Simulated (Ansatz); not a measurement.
Reaction (SMILES): C=N (CH3N) + 2 [H][H] (H2) -> C (CH4) + N (NH3)

Quantity: energy of full hydrogenation (enthalpy at 298 K), in kcal/mol. Set-up: 6-311+G** with 5d; spin-orbit terms left out; frozen cores in correlated levels; 6-31G* and kin with 6d, 5d where marked; LANL2DZ all-electron up to Ne; no dispersion term unless named; non-relativistic. CBS(X,Y): correlation extrapolated as X^-3; Hartree-Fock from the larger set. First-principles rows: single points at B3LYP-D3(BJ) geometries (Ansatz, a quantum-chemistry and plane-wave program), with unscaled harmonic terms from B3LYP/6-31G* at its own minima.

Measured values: Active Thermochemical Tables 1.112 (ions: stationary electron), as tabulated in the package chemicals; they hold spin-orbit and core effects, anharmonicity. 

Value to compare with, the measured value: -49.9 kcal/mol.

```json
[
 {"level": "B3LYP/STO-3G", "program": "Ansatz", "energy of full hydrogenation (enthalpy at 298 K) (kcal/mol)": "-51.3", "error": "-1.4"},
 {"level": "B3LYP/3-21G", "program": "Ansatz", "energy of full hydrogenation (enthalpy at 298 K) (kcal/mol)": "-47.0", "error": "2.9"},
 {"level": "B3LYP/LANL2DZ", "program": "Ansatz", "energy of full hydrogenation (enthalpy at 298 K) (kcal/mol)": "-54.5", "error": "-4.6"},
 {"level": "B3LYP/6-31G", "program": "Ansatz", "energy of full hydrogenation (enthalpy at 298 K) (kcal/mol)": "-49.3", "error": "0.6"},
 {"level": "B3LYP/6-31G*", "program": "Ansatz", "energy of full hydrogenation (enthalpy at 298 K) (kcal/mol)": "-44.9", "error": "5.0"},
 {"level": "B3LYP/6-31+G*", "program": "Ansatz", "energy of full hydrogenation (enthalpy at 298 K) (kcal/mol)": "-47.7", "error": "2.2"},
 {"level": "B3LYP/6-31G**", "program": "Ansatz", "energy of full hydrogenation (enthalpy at 298 K) (kcal/mol)": "-46.9", "error": "3.0"},
 {"level": "B3LYP/def2-SVP", "program": "Ansatz", "energy of full hydrogenation (enthalpy at 298 K) (kcal/mol)": "-47.3", "error": "2.6"},
 {"level": "B3LYP/cc-pVDZ", "program": "Ansatz", "energy of full hydrogenation (enthalpy at 298 K) (kcal/mol)": "-46.2", "error": "3.7"},
 {"level": "B3LYP/6-311+G**", "program": "Ansatz", "energy of full hydrogenation (enthalpy at 298 K) (kcal/mol)": "-49.2", "error": "0.7"},
 {"level": "B3LYP/def2-TZVPD", "program": "Ansatz", "energy of full hydrogenation (enthalpy at 298 K) (kcal/mol)": "-48.2", "error": "1.7"},
 {"level": "CCSD(T)/CBS(def2-TZVPPD,def2-QZVPPD)", "program": "Ansatz", "energy of full hydrogenation (enthalpy at 298 K) (kcal/mol)": "-50.0", "error": "-0.1"}
]
```

8 of the 10 habitual levels lie above the measured value; their mean absolute error is 2.7 kcal/mol, the median 2.8.

The sets are all those run for this method; runs whose electronic state is in doubt are left out.
